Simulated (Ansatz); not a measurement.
# C₃H₅F: ionisation energy by level of theory

The task here is to estimate one member of a computed series from the others.

Method: unrestricted cation, the program's frozen cores in correlated methods; program: Ansatz 0.2.0, Gaussian basis.

Levels to be run: UKS PBE-D4/def2-TZVPP; UKS r2SCAN-D4/def2-TZVPP; UKS PBE0-D4/def2-TZVPP; UKS B3LYP-D4/def2-TZVPP; UKS wB97X-V/def2-TZVPP; UKS wB97M-V/def2-TZVPP; UKS B2PLYP/def2-TZVPP; UHF-CCSD(T)/def2-TZVPP; UHF-CCSD(T)/def2-QZVPP; extrapolation to the limit; then −ε(HOMO) from the neutral's earlier runs with LDA (SPW92), PBE-D4, revPBE-D4, BLYP-D4, r2SCAN-D4, B97M-V, PBE0-D4, B3LYP-D4, r2SCANh-D4, r2SCAN0-D4, HSE06-D4, BHLYP-D4, CAM-B3LYP-D4, LC-ωPBE, ωB97X-V, ωB97M-V.

## The relaxed structure

The geometry comes from an earlier relaxation with PBE0-D4 in a triple-zeta def2 set; it is a stationary point, not always the lowest conformer.

9 atoms, charge 0, spin multiplicity 1.

Atoms are counted from 1 here; the program's logs count them from 0.

Bond lengths: C1–C2 1.323 Å, C1–H5 1.083 Å, C1–H6 1.083 Å, C2–C3 1.487 Å, C2–H7 1.088 Å, C3–F4 1.377 Å, C3–H8 1.097 Å, C3–H9 1.097 Å. Angles: C2–C1–H5 121.1°, C2–C1–H6 121.1°, H5–C1–H6 117.7°, C1–C2–C3 124.9°, C1–C2–H7 120.6°, C3–C2–H7 114.5°, C2–C3–F4 112.0°, C2–C3–H8 110.6°, C2–C3–H9 110.6°, F4–C3–H8 107.9°, F4–C3–H9 107.9°, H8–C3–H9 107.8°.

The first run:

File in.yaml:

```yaml
crystal:
  periodic: [false, false, false]
  atoms:
    - {symbol: C, position_ang: [-0.017847, 1.321977, 0.377186]}
    - {symbol: C, position_ang: [0.479023, 0.248282, -0.215246]}
    - {symbol: C, position_ang: [-0.151684, -1.097873, -0.202985]}
    - {symbol: F, position_ang: [-1.332169, -1.107927, 0.505323]}
    - {symbol: H, position_ang: [0.493899, 2.275170, 0.329404]}
    - {symbol: H, position_ang: [-0.950519, 1.277388, 0.926637]}
    - {symbol: H, position_ang: [1.416067, 0.302077, -0.765192]}
    - {symbol: H, position_ang: [-0.369386, -1.430672, -1.225357]}
    - {symbol: H, position_ang: [0.521116, -1.834621, 0.253029]}
basis:
  gaussian: {orbitals: def2-TZVPP}
total_charge: 1
magnetization: {spin_polarized: true, initial_magnetization: 1}
hamiltonian: {xc: pbe, dispersion: d4}
```

Run with:

```console
ansatz run in.yaml --threads 2 --pin off --events-out ev --progress --plain --max-ram 22528MiB --backend cpu
```

Among the steps run: Cation, UKS PBE-D4/def2-TZVPP; Cation, UKS r2SCAN-D4/def2-TZVPP; Cation, UKS PBE0-D4/def2-TZVPP; Cation, UKS B3LYP-D4/def2-TZVPP; Cation, UKS wB97X-V/def2-TZVPP; Cation, UKS wB97M-V/def2-TZVPP; Cation, UKS B2PLYP (frozen core)/def2-TZVPP; Cation, UHF-CCSD(T)/def2-TZVPP; Cation, UHF-CCSD(T)/def2-QZVPP.

One of the session's tables, all rows but one given; the rest of the session is left out.

It belongs to the step «Ionisation energies side by side». For comparison, −ε(HOMO) of the neutral from earlier runs:

| functional | −ε(HOMO) (eV) |
| --- | --- |
| LDA (SPW92) | 6.68 |
| PBE-D4 | 6.52 |
| revPBE-D4 | 6.46 |
| BLYP-D4 | 6.38 |
| r2SCAN-D4 | 6.73 |
| B97M-V | 6.73 |
| PBE0-D4 | 7.68 |
| B3LYP-D4 | 7.46 |
| r2SCANh-D4 | 7.17 |
| r2SCAN0-D4 | 7.83 |
| HSE06-D4 | ? |
| BHLYP-D4 | 8.69 |
| CAM-B3LYP-D4 | 9.05 |
| LC-ωPBE | 10.46 |
| ωB97X-V | 10.05 |
| ωB97M-V | 9.95 |

**Question.** Estimate the row for HSE06-D4.

**Answer.** −ε(HOMO) (eV): 7.28. In the column «−ε(HOMO) (eV)» it lies between r2SCANh-D4 (7.17) and B3LYP-D4 (7.46).
